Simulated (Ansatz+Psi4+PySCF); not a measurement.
# doublet B3: levels of theory in one basis

```xyz
3

B     0.9000    0.0000    0.0000
B    -0.4500    0.7794    0.0000
B    -0.4500   -0.7794    0.0000
```

Basis set: cc-pVTZ (spherical functions). Left uncorrelated: 3 orbitals. Correlation on ROHF uses semicanonical orbitals with singles. Charge 0, multiplicity 2.

Computed with Ansatz (development build ahead of 0.2.0) and Psi4 1.11; each method stands on the lowest determinant of its kind that the runs found.

```tsv
method	E − E(ROHF) (eV)	<S²> of the determinant
ROHF	0.00	0.75
UHF	-0.87	1.54
ROHF-MP2	-7.88	–
ROHF-CCSD	-8.24	–
ROHF-CCSD(T)	-9.07	–
```

(1) What does UHF-MP2 give on the same scale?

Results:

(1) -6.97 eV.

Caution for ROHF, ROHF-MP2, ROHF-CCSD, ROHF-CCSD(T): an unrestricted determinant lies well below; the determinant may break the point group. Caution for UHF, UHF-MP2: the unrestricted determinant is spin contaminated. Caution for ROHF-MP2, ROHF-CCSD, ROHF-CCSD(T): large amplitudes, a single reference is doubtful. Caution for ROHF-MP2: another reference gives a lower total.
